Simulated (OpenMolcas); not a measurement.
# C2H8Si (SMILES C[SiH2]C): levels of theory compared

Wanted: a comparison of 6 runs (HF/3-21G, B2PLYP/def2-SVP, PBE/def2-SVP, SVWN5/def2-SVP, MP2/def2-SVP, CCSD(T)/def2-SVP) of C2H8Si. 

The results are computed with OpenMolcas 26.06.

## 1. The structure to begin with

The species is C2H8Si (11 atoms), meant as a singlet with charge 0. SMILES: `C[SiH2]C`. Geometry: relaxed at PBE0-D4/def2-TZVP.

Bond lengths: C1–Si2 1.872 Å, Si2–C3 1.872 Å, C1–H4 1.092 Å, C1–H5 1.093 Å, C1–H6 1.093 Å, Si2–H7 1.491 Å, Si2–H8 1.491 Å, C3–H9 1.093 Å, C3–H10 1.092 Å, C3–H11 1.093 Å. Some angles: C1–Si2–C3 111.5°, C1–Si2–H7 109.5°, C1–Si2–H8 109.5°, C3–Si2–H7 109.5°, C3–Si2–H8 109.5°, Si2–C1–H4 111.0°, Si2–C1–H5 110.9°, Si2–C1–H6 110.9°, Si2–C3–H9 110.9°, Si2–C3–H10 111.0°.

## 2. Energy and gradient at HF/3-21G (run 1)

File mol.input:

```
&GATEWAY
 BasLib
 $CurrDir
 Coord
 11
 angstrom
 C       -1.050200       0.967200      -0.661200
 Si      -0.309200      -0.653200      -0.087600
 C        1.346600      -0.392300       0.745700
 H       -2.015800       0.806900      -1.146100
 H       -0.391700       1.464600      -1.377800
 H       -1.204900       1.644900       0.182100
 H       -0.139900      -1.564200      -1.256100
 H       -1.245100      -1.319300       0.863300
 H        2.058200       0.075200       0.060400
 H        1.772600      -1.342000       1.077400
 H        1.244800       0.255200       1.620300
 Basis
 3-21G
 Group
 NoSym

&SEWARD

&SCF
 Thresholds
 1e-10 1e-07 1e-07 1e-05
 PrOrbitals
 1 2

&ALASKA
```

The basis set 3-21G is read from a file made from the Basis Set Exchange's data (not shown).

On the command line:

```bash
$ export MOLCAS_MEM=1860
$ pymolcas mol.input > mol.log
```

Standard output:

```text
--- Start Module: gateway ---
[...]
--- Stop Module: gateway /rc=_RC_ALL_IS_WELL_ ---
[...]
      Basis functions           47
[...]
--- Start Module: scf ---
[...]
       Convergence after  11 Iterations
[...]
::    Total SCF energy                               -367.3639975368
[...]
      Total spin, S                                     0.0000000000
[...]
      Total electronic charge=   34.000000
      Total            charge=   -0.000000
[...]
      Dipole Moment (debye):
      Origin of the operator (angstrom)=   -0.0835   -0.1891   -0.0235
                   X=  3.0886E-01               Y=  6.3641E-01               Z=  8.7616E-02           Total=  7.1280E-01
      Quadrupole Moment (debye*angstrom):
[...]
 *              Molecular gradients               *
 **************************************************
  Irreducible representation: a
 ------------------------------------------------------------------------------------------
                              X                       Y                       Z
 ------------------------------------------------------------------------------------------
  C1                8.64715802815130E-03   -1.76488240673027E-02    6.60407068265023E-03
  SI2               7.76188725775162E-03    1.60674637266869E-02    2.20784014996178E-03
  C3               -1.83962922237875E-02   -2.28649809975556E-03   -9.32038081468800E-03
  H4               -4.09258816934255E-03   -1.67341169540977E-03   -1.94476100878616E-03
  H5                3.48309043633832E-03    1.45126655192684E-03   -3.08995365036679E-03
  H6               -3.48111990822408E-04    2.27109209339815E-03    4.24390160689114E-03
  H7               -2.95188073932695E-05    8.60292393970674E-04    8.93591182757003E-04
  H8                7.99769160007457E-04    6.89286321786442E-04   -6.88609115274907E-04
[...]
```

It took 2.3 s on 1 thread of Intel Xeon Platinum 8375C at 2.90GHz (Ice Lake), shared host; peak memory 0.38 GiB.

## 3. A single-point energy at B2PLYP/def2-SVP (run 2)

File input.xyz:

```xyz
11

C     -1.050200     0.967200    -0.661200
Si    -0.309200    -0.653200    -0.087600
C      1.346600    -0.392300     0.745700
H     -2.015800     0.806900    -1.146100
H     -0.391700     1.464600    -1.377800
H     -1.204900     1.644900     0.182100
H     -0.139900    -1.564200    -1.256100
H     -1.245100    -1.319300     0.863300
H      2.058200     0.075200     0.060400
H      1.772600    -1.342000     1.077400
H      1.244800     0.255200     1.620300
```

File mol.input:

```
>>> EXPORT MOLCAS_PRINT=2

&gateway
  baslib=$CurrDir
  coord=input.xyz
  basis=def2-SVP
  group=NoSym

&seward
  gridinput
  Grid=UltraFine
  End of Grid

&scf
  ksdft=B2PLYP_SCF
  thresholds=1e-10 1e-07 1e-07 1e-05
  prorbitals=1 2

&mbpt2
  frozen=7
```

The basis set def2-SVP is read from a file made from the Basis Set Exchange's data (not shown).

On the command line:

```bash
$ export MOLCAS_MEM=1860
$ pymolcas mol.input > mol.log
```

Standard output:

```text
--- Start Module: gateway ---
[...]
--- Stop Module: gateway /rc=_RC_ALL_IS_WELL_ ---
[...]
      Basis functions           86
[...]
--- Start Module: scf ---
[...]
       Convergence after  11 Iterations
[...]
::    Total KS-DFT energy                            -370.0121238520
[...]
      Total spin, S                                     0.0000000000
[...]
      Total electronic charge=   34.000000
      Total            charge=   -0.000000
[...]
      Dipole Moment (debye):
      Origin of the operator (angstrom)=   -0.0835   -0.1891   -0.0235
                   X=  3.2847E-01               Y=  6.7668E-01               Z=  9.3178E-02           Total=  7.5794E-01
      Quadrupole Moment (debye*angstrom):
[...]
--- Stop Module: scf /rc=_RC_ALL_IS_WELL_ ---
[...]
--- Start Module: mbpt2 ---
[...]
 ###    WARNING: MP2 implementation intended for RHF references only         ###
 ###############################################################################
MBPT2 WARNING: Reference function according to RunFile:KS-DFT
I'll assume you know what you're doing and continue
WARNING!
Default frozen orbitals as non valence orbitals is overwritten by user input.
Default values:   4
[...]
       Reference weight ( Cref**2 )         =        0.82004
::    Total MBPT2 energy                             -370.4993495675
[...]
      Total MBPT2 calculations                           0.23      0.26
--- Stop Module: mbpt2 /rc=_RC_ALL_IS_WELL_ ---
[...]
```

Wall time 20 s (1 thread of Intel Xeon Platinum 8375C at 2.90GHz (Ice Lake), shared host); peak memory 0.48 GiB.

Runs 3 to 5 aren't shown in full; the table further down has their settings and results.

## 4. A single-point energy at CCSD(T)/def2-SVP (run 6)

File mol.inp:

```
* C2H8Si CCSD(T)
>>> EXPORT MOLCAS_PRINT=2

&GATEWAY
 BASLIB=$CurrDir
 COORD
 11
 angstrom
 C       -1.050200       0.967200      -0.661200
 Si      -0.309200      -0.653200      -0.087600
 C        1.346600      -0.392300       0.745700
 H       -2.015800       0.806900      -1.146100
 H       -0.391700       1.464600      -1.377800
 H       -1.204900       1.644900       0.182100
 H       -0.139900      -1.564200      -1.256100
 H       -1.245100      -1.319300       0.863300
 H        2.058200       0.075200       0.060400
 H        1.772600      -1.342000       1.077400
 H        1.244800       0.255200       1.620300
 BASIS=def2-SVP
 GROUP=NoSym

&SEWARD

&SCF
 THRESHOLDS=1e-10 1e-07 1e-07 1e-05
 PRORBITALS=1 2

&RASSCF
 FILEORB=$Project.ScfOrb
 SPIN=1
 NACTEL=0 0 0
 INACTIVE=17
 RAS2=0
 OUTORBITALS=Canonical
 ORBLISTING=NoCore

&MOTRA
 JOBIPH
 FROZEN=7

&CCSDT
 CCT
 TRIPLES=2
 ITERATIONS=80
 ACCURACY=1e-08
 EXTRAPOLATION=5 4
```

The basis set def2-SVP is read from a file made from the Basis Set Exchange's data (not shown).

On the command line:

```bash
$ export MOLCAS_MEM=1860
$ pymolcas mol.inp > mol.log
```

Standard output:

```text
--- Start Module: gateway ---
[...]
--- Stop Module: gateway /rc=_RC_ALL_IS_WELL_ ---
[...]
      Basis functions           86
[...]
       Convergence after  11 Iterations
[...]
::    Total SCF energy                               -369.1922802011
[...]
      Total spin, S                                     0.0000000000
[...]
      Number of active orbitals                  0
[...]
      Spin quantum number                      0.0
[...]
      Active orbitals                            0
[...]
      Number of CSFs                             1
[...]
      Number of root(s) required                 1
[...]
      Convergence after  4 iterations
[...]
      Natural orbitals and occupation numbers for root  1
      ************************************************************************************************************************
      *                                                    Final results                                                     *
      ************************************************************************************************************************
[...]
::    RASSCF root number  1 Total energy:   -369.19228020
[...]
      Total electronic charge=   34.000000
      Total            charge=   -0.000000
[...]
      Dipole Moment (debye):
      Origin of the operator (angstrom)=   -0.0835   -0.1891   -0.0235
                   X=  3.1582E-01               Y=  6.5075E-01               Z=  8.9593E-02           Total=  7.2886E-01
      Quadrupole Moment (debye*angstrom):
[...]
--- Start Module: motra ---
[...]
--- Stop Module: motra /rc=_RC_ALL_IS_WELL_ ---
[...]
--- Start Module: ccsdt ---
[...]
      Convergence after                    14  Iterations
      Total energy (diff) :    -369.64543188      -0.00000001
[...]
 METHOD                       : CCSD+T(CCSD)+<T3(1)WT1> = CCSD(T)
[...]
       CCSD     =      -369.6454318784045
[...]
```

It took 31 s on 1 thread of Intel Xeon Platinum 8375C at 2.90GHz (Ice Lake), shared host; peak memory 0.47 GiB.

## 5. The series

| run | level | task | frozen core orbitals | energy (Eh) | dipole moment (D) of the reference | HOMO energy (eV) | LUMO energy (eV) | wall time |
| --- | --- | --- | --- | --- | --- | --- | --- | --- |
| 1 | HF/3-21G | gradient | – | -367.363998 | 0.71 | -11.93 | 5.42 | 2.3 s |
| 2 | B2PLYP/def2-SVP | energy | 7 | -370.143675 | 0.76 | -10.00 | 2.63 | 20 s |
| 3 | PBE/def2-SVP | gradient | – | -370.098313 | 0.84 | -7.46 | 0.80 | 37 s |
| 4 | SVWN5/def2-SVP | gradient | – | -368.418241 | 0.86 | -7.50 | 0.63 | 26 s |
| 5 | MP2/def2-SVP | energy | 7 | -369.592143 | 0.73 | -12.06 | 4.49 | 6.3 s |
| 6 | CCSD(T)/def2-SVP | energy | 7 | -369.657131 | 0.73 | -12.06 | 4.49 | 31 s |

## 6. Results

| quantity | value |
| --- | --- |
| run 6: total energy | -369.65713 Eh |
| run 6: dipole moment (mean-field density) | 0.73 D |
| run 6: HOMO energy (Hartree–Fock orbitals) | -12.06 eV |
| run 6: LUMO energy (Hartree–Fock orbitals) | 4.49 eV |
| run 6: HOMO–LUMO gap (Hartree–Fock orbitals) | 16.55 eV |
| run 6: correlation energy (7 core orbitals frozen) | -464.9 mEh |
| run 6: (T) correction | -11.70 mEh |

In words: Over runs 1, 2, 3, 4 the dipole moment (its size) runs from 0.71 D (HF/3-21G) to 0.86 D (SVWN5/def2-SVP). The two ends differ in method and basis. Over runs 1, 2, 3, 4 the HOMO–LUMO gap runs from 8.13 eV (SVWN5/def2-SVP) to 17.35 eV (HF/3-21G). For B2PLYP the log adds the whole second-order term; the table takes 0.27 of it, as the functional is defined. Totals of different functionals can't be ranked against each other. All runs together took 2 min, the longest 37 s.
